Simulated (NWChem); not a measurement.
Molecule: hydrogen sulfide (H2S); SMILES S

All runs: NWChem. Medium grid unless said otherwise, to which SCAN and Minnesota functionals are sensitive. The geometry was optimised at PBE0/def2-SVP. Hybrids' shares of exact exchange are those that their runs print; pure functionals count as 0. The functionals differ in more than this share.

```csv
row,share of exact exchange,orbital gap (eV)
"LDA (Slater exchange, VWN5)/def2-TZVPD",0.00,5.65
PBE/def2-TZVPD,0.00,5.62
B3LYP/def2-TZVPD,0.20,7.02
PBE0/def2-TZVPD,0.25,7.58
M06-2X/def2-TZVPD,0.54,9.12
Hartree-Fock/def2-TZVPD,1.00,withheld
```

Fit a straight line of the last column on the one before it, predict the withheld value, and compare with the run.


1. Means of the 5 shown rows: x = 0.198, y = 6.998. Slope Σ(x − x̄)(y − ȳ)/Σ(x − x̄)² = 1.296/0.1981 = 6.542; intercept 5.703.
2. The shown rows scatter about the line by 0.128 (root mean square); the largest residual is +0.24, at PBE0/def2-TZVPD.
3. At x = 1.00 (Hartree-Fock/def2-TZVPD; beyond the shown range) the line gives 12.24.
4. The run gives 12.28, +0.04 from the line, 0.3 times the scatter.
